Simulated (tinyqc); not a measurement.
Inside a calculation (part 2 of 2). Method: UHF in the sto-6g basis, for CH, spin multiplicity 4. Computed by tinyqc, a small Python program that keeps every step (integrals from PySCF). Command: `OMP_NUM_THREADS=1 python tinyqc.py 25157 25158 out.jsonl` (the two numbers bound the seeds that draw the settings). One thread of a shared host (Intel(R) Xeon(R) Processor @ 2.60GHz), about 0.2 s of CPU time with the checks.

Geometry (angstrom):
```
atom        x        y        z
C     0.00000  0.00000  0.00000
H     0.00000  0.00000  1.92600
```

## Iteration 3: diagonalisation and new density

extrapolated F(alpha) (hartree), lower triangle:
```
            1C 1s     1C 2s    1C 2px    1C 2py    1C 2pz     2H 1s
1C 1s   -10.78215
1C 2s    -2.81116  -1.31879
1C 2px   -0.00350  -0.06622  -0.13326
1C 2py    0.00291   0.03159  -0.01740  -0.17699
1C 2pz   -0.01219  -0.00361  -0.07789   0.02614  -0.08455
2H 1s    -0.11301  -0.23754   0.04842  -0.01582  -0.24969  -0.33967
```

extrapolated F(beta) (hartree), lower triangle:
```
            1C 1s     1C 2s   1C 2px    1C 2py    1C 2pz     2H 1s
1C 1s   -10.75789
1C 2s    -2.73330  -0.91575
1C 2px    0.00252   0.08585  0.54084
1C 2py    0.00449  -0.04457  0.00982   0.55424
1C 2pz   -0.00551  -0.04810  0.00855  -0.00092   0.52770
2H 1s    -0.10597  -0.19933  0.02033  -0.01065  -0.08131  -0.08437
```

X:
```
               1         2        3         4         5        6
1C 1s   -0.61995   0.52429  0.00000   0.00000  -0.44143  0.45788
1C 2s    0.78430  -0.29068  0.00000   0.00000  -0.26504  0.56443
1C 2px   0.00000   0.00000  0.99182  -0.12761   0.00000  0.00000
1C 2py   0.00000   0.00000  0.12761   0.99182   0.00000  0.00000
1C 2pz   0.33060   0.69345  0.00000   0.00000   0.62024  0.24004
2H 1s   -0.56396  -0.57408  0.00000   0.00000   0.48026  0.42233
```

D(alpha) after iteration 2, lower triangle:
```
           1C 1s     1C 2s    1C 2px    1C 2py   1C 2pz    2H 1s
1C 1s    1.05735
1C 2s   -0.21418   0.65790
1C 2px  -0.02807   0.23161   0.87120
1C 2py   0.00920  -0.07541   0.04209   0.98624
1C 2pz   0.02795  -0.19943   0.13895  -0.04583  0.84527
2H 1s   -0.01389   0.09138  -0.16770   0.05569  0.08153  0.63074
```

D(beta) after iteration 2, lower triangle:
```
           1C 1s     1C 2s    1C 2px   1C 2py    1C 2pz    2H 1s
1C 1s    0.84906
1C 2s   -0.13949   0.48301
1C 2px  -0.04715  -0.07522   0.02621
1C 2py  -0.07707   0.05479   0.00414  0.01749
1C 2pz  -0.13526  -0.14555   0.05256  0.00749   0.33816
2H 1s   -0.18622   0.22812  -0.00265  0.05623  -0.20488  0.36148
```

overlap S, lower triangle:
```
          1C 1s    1C 2s   1C 2px   1C 2py   1C 2pz    2H 1s
1C 1s   1.00000
1C 2s   0.24323  1.00000
1C 2px  0.00000  0.00000  1.00000
1C 2py  0.00000  0.00000  0.00000  1.00000
1C 2pz  0.00000  0.00000  0.00000  0.00000  1.00000
2H 1s   0.00942  0.14863  0.00000  0.00000  0.17536  1.00000
```

Diagonalise F' = X^T F X, C = X C', fill 5 alpha and 2 beta electrons from the bottom; D(s) = C_occ C_occ^T; the new density keeps 0.7 of the old one (damping). Each column has its largest component positive (the first on a tie).

F' = X^T F X (alpha) (hartree), lower triangle:
```
          1         2         3         4         5         6
1  -2.11143
2   2.22109  -2.19087
3  -0.09681  -0.06137  -0.13838
4   0.05333   0.02761  -0.02237  -0.17187
5  -2.15728   2.42775  -0.00604  -0.00027  -2.99478
6   2.57845  -2.69595  -0.03453   0.02336   3.19767  -4.41039
```

orbital energies (alpha) (hartree): MO1 -10.78592, MO2 -0.67201, MO3 -0.36786, MO4 -0.18301, MO5 -0.16863, MO6 0.15971

coefficients C (alpha):
```
             MO1       MO2       MO3       MO4       MO5       MO6
1C 1s    0.99497  -0.24267   0.10774  -0.00342   0.02097  -0.05308
1C 2s    0.01999   0.91322  -0.44441   0.01434  -0.07638   0.22480
1C 2px   0.00047   0.09298  -0.12490   0.40203   0.82256  -0.37084
1C 2py  -0.00034  -0.04797   0.06113   0.91503  -0.37372   0.13042
1C 2pz   0.00141   0.08662   0.45206   0.02665   0.40985   0.80743
2H 1s   -0.00176   0.31891   0.75433  -0.02196  -0.17881  -0.59453
```

F' = X^T F X (beta) (hartree), lower triangle:
```
          1         2         3         4         5         6
1  -1.89926
2   2.26043  -1.89807
3   0.05258  -0.02649   0.54355
4  -0.03907   0.02436   0.01119   0.55154
5  -2.22587   2.66179  -0.00820   0.00524  -2.55054
6   2.71936  -2.70616   0.05621  -0.03528   3.30485  -4.11135
```

orbital energies (beta) (hartree): MO1 -10.75929, MO2 -0.32360, MO3 0.03176, MO4 0.54774, MO5 0.55899, MO6 0.58027

coefficients C (beta):
```
             MO1       MO2       MO3       MO4       MO5       MO6
1C 1s    0.99703  -0.21757   0.14523  -0.03274   0.00414  -0.01157
1C 2s    0.01197   0.83754  -0.60582   0.12845  -0.01595   0.05521
1C 2px  -0.00031  -0.09435   0.06560   0.88798   0.39778   0.20016
1C 2py  -0.00035   0.05024  -0.03616  -0.41223   0.90685   0.06215
1C 2pz   0.00074   0.05997   0.09500  -0.16041  -0.14011   0.98717
2H 1s   -0.00127   0.45227   0.87528   0.02922   0.04291  -0.28856
```

D(alpha) after iteration 3, lower triangle:
```
           1C 1s     1C 2s    1C 2px    1C 2py   1C 2pz    2H 1s
1C 1s    1.05842
1C 2s   -0.22530   0.77190
1C 2px  -0.02555   0.18714   0.86858
1C 2py   0.00852  -0.06158   0.04397   0.98527
1C 2pz   0.03084  -0.18541   0.18709  -0.06367  0.70585
2H 1s   -0.01019   0.05476  -0.18353   0.06225  0.14550  0.65247
```

D(beta) after iteration 3, lower triangle:
```
           1C 1s     1C 2s    1C 2px   1C 2py    1C 2pz    2H 1s
1C 1s    0.90676
1C 2s   -0.14873   0.54860
1C 2px  -0.02694  -0.07636   0.02102
1C 2py  -0.05734   0.05097   0.00147  0.01300
1C 2pz  -0.09837  -0.08681   0.03510  0.00615   0.23779
2H 1s   -0.16026   0.27332  -0.01466  0.04618  -0.13528  0.31440
```

## Iteration 63 (converged): orbitals

converged F(alpha) (hartree), lower triangle:
```
            1C 1s     1C 2s    1C 2px    1C 2py    1C 2pz     2H 1s
1C 1s   -11.07017
1C 2s    -2.85710  -1.43018
1C 2px    0.00000   0.00000  -0.33131
1C 2py    0.00000   0.00000   0.00000  -0.33131
1C 2pz    0.00097   0.06305   0.00000   0.00000   0.17303
2H 1s    -0.11275  -0.19418   0.00000   0.00000  -0.18478  -0.48011
```

converged F(beta) (hartree), lower triangle:
```
            1C 1s     1C 2s   1C 2px   1C 2py    1C 2pz    2H 1s
1C 1s   -11.02365
1C 2s    -2.79252  -1.12498
1C 2px    0.00000   0.00000  0.38596
1C 2py    0.00000   0.00000  0.00000  0.38596
1C 2pz   -0.00057  -0.08793  0.00000  0.00000   0.30270
2H 1s    -0.10831  -0.17481  0.00000  0.00000  -0.07779  0.22819
```

Diagonalise F' = X^T F X, C = X C', fill 5 alpha and 2 beta electrons from the bottom; D(s) = C_occ C_occ^T. Each column has its largest component positive (the first on a tie).

F' = X^T F X (alpha) (hartree), lower triangle:
```
          1         2         3         4         5         6
1  -2.29569
2   2.30289  -2.24254
3   0.00000   0.00000  -0.33131
4   0.00000   0.00000   0.00000  -0.33131
5  -2.08372   2.61098   0.00000   0.00000  -3.00438
6   2.69008  -2.65941   0.00000   0.00000   3.35227  -4.48533
```

orbital energies (alpha) (hartree): MO1 -11.07298, MO2 -0.75120, MO3 -0.46665, MO4 -0.33131, MO5 -0.33131, MO6 0.26289

coefficients C (alpha):
```
             MO1       MO2       MO3      MO4       MO5       MO6
1C 1s    0.99571  -0.25690   0.07217  0.00000   0.00000  -0.03305
1C 2s    0.01715   0.98378  -0.31632  0.00000   0.00000   0.14234
1C 2px   0.00000   0.00000   0.00000  0.33567   0.94198   0.00000
1C 2py   0.00000   0.00000   0.00000  0.94198  -0.33567   0.00000
1C 2pz   0.00006  -0.05603   0.18366  0.00000   0.00000   0.99781
2H 1s   -0.00157   0.18841   0.94810  0.00000   0.00000  -0.34962
```

F' = X^T F X (beta) (hartree), lower triangle:
```
          1         2        3        4         5         6
1  -2.04502
2   2.38079  -1.94950
3   0.00000   0.00000  0.38596
4   0.00000   0.00000  0.00000  0.38596
5  -2.38129   2.53849  0.00000  0.00000  -2.63811
6   2.59597  -2.87944  0.00000  0.00000   3.43632  -4.21976
```

orbital energies (beta) (hartree): MO1 -11.02491, MO2 -0.46404, MO3 0.20765, MO4 0.38596, MO5 0.38596, MO6 0.42892

coefficients C (beta):
```
             MO1       MO2       MO3       MO4      MO5       MO6
1C 1s    0.99719  -0.25427   0.06597   0.00000  0.00000  -0.01828
1C 2s    0.01135   0.99757  -0.28811   0.00000  0.00000   0.10076
1C 2px   0.00000   0.00000   0.00000   0.94994  0.31244   0.00000
1C 2py   0.00000   0.00000   0.00000  -0.31244  0.94994   0.00000
1C 2pz   0.00033   0.11368   0.58213   0.00000  0.00000   0.82504
2H 1s   -0.00114   0.11376   0.70601   0.00000  0.00000  -0.73840
```

D(alpha) after iteration 63, lower triangle:
```
           1C 1s     1C 2s   1C 2px   1C 2py   1C 2pz    2H 1s
1C 1s    1.06264
1C 2s   -0.25849   1.06818
1C 2px   0.00000   0.00000  1.00000
1C 2py   0.00000   0.00000  0.00000  1.00000
1C 2pz   0.02771  -0.11321  0.00000  0.00000  0.03687
2H 1s    0.01846  -0.11458  0.00000  0.00000  0.16357  0.93440
```

D(beta) after iteration 63, lower triangle:
```
           1C 1s    1C 2s   1C 2px   1C 2py   1C 2pz    2H 1s
1C 1s    1.05905
1C 2s   -0.24234  0.99528
1C 2px   0.00000  0.00000  0.00000
1C 2py   0.00000  0.00000  0.00000  0.00000
1C 2pz  -0.02858  0.11341  0.00000  0.00000  0.01292
2H 1s   -0.03006  0.11347  0.00000  0.00000  0.01293  0.01294
```

Within a degenerate level the vectors are fixed only up to a rotation; this is one choice.

## Convergence

Stop when the energy changes by less than 1e-09 hartree and every element of the error matrix X^T (F D S - S D F) X (for each spin) is below 9e-06.

Course of the cycle:
```
iteration  E (hartree)     change  largest element of the error matrix
1          -32.7985437          -                             3.79e+00
2          -34.2358207  -1.44e+00                             2.71e+00
3          -35.2782159  -1.04e+00                             1.94e+00
4          -36.0356430  -7.57e-01                             1.36e+00
5          -36.5945076  -5.59e-01                             9.53e-01
6          -36.9994635  -4.05e-01                             6.65e-01
7          -37.2882777  -2.89e-01                             4.64e-01
8          -37.5042044  -2.16e-01                             3.24e-01
9          -37.6613982  -1.57e-01                             2.26e-01
10         -37.7740428  -1.13e-01                             1.58e-01
11         -37.8536503  -7.96e-02                             1.10e-01
12         -37.9096321  -5.60e-02                             7.74e-02
13         -37.9477923  -3.82e-02                             5.43e-02
14         -37.9758683  -2.81e-02                             3.81e-02
...                ...        ...                                  ...
50         -38.0484781  -9.10e-08                             1.03e-07
51         -38.0484782  -6.37e-08                             7.17e-08
52         -38.0484782  -4.46e-08                             5.01e-08
53         -38.0484783  -3.12e-08                             3.51e-08
54         -38.0484783  -2.18e-08                             2.45e-08
55         -38.0484783  -1.53e-08                             1.72e-08
56         -38.0484783  -1.07e-08                             1.20e-08
57         -38.0484783  -7.49e-09                             8.41e-09
58         -38.0484783  -5.25e-09                             5.88e-09
59         -38.0484783  -3.67e-09                             4.11e-09
60         -38.0484783  -2.57e-09                             2.87e-09
61         -38.0484783  -1.80e-09                             2.01e-09
62         -38.0484783  -1.26e-09                             1.41e-09
63         -38.0484783  -8.82e-10                             9.85e-10
```

PySCF UHF in the same basis, after a stability check = -38.0484783 hartree

Converged in 63 iterations.

## Populations, bond orders and dipole

Mulliken: Z minus the diagonal of D S on the atom; Loewdin: the same with S^(1/2) D S^(1/2); Mayer order: 2 sum_s sum (D(s) S)_ij (D(s) S)_ji over the two atoms.

Charges (e):
```
atom  Mulliken   Loewdin  Mulliken spin
1C    -0.02198  -0.02258        2.08556
2H     0.02198   0.02258        0.91444
```

Mayer bond orders:
```
pair    order
2-1   0.16333
```

dipole moment about the origin, x y z (debye): 0.00000  0.00000  0.11836

<S^2> of the determinant (pure state: 3.75) = 3.77943
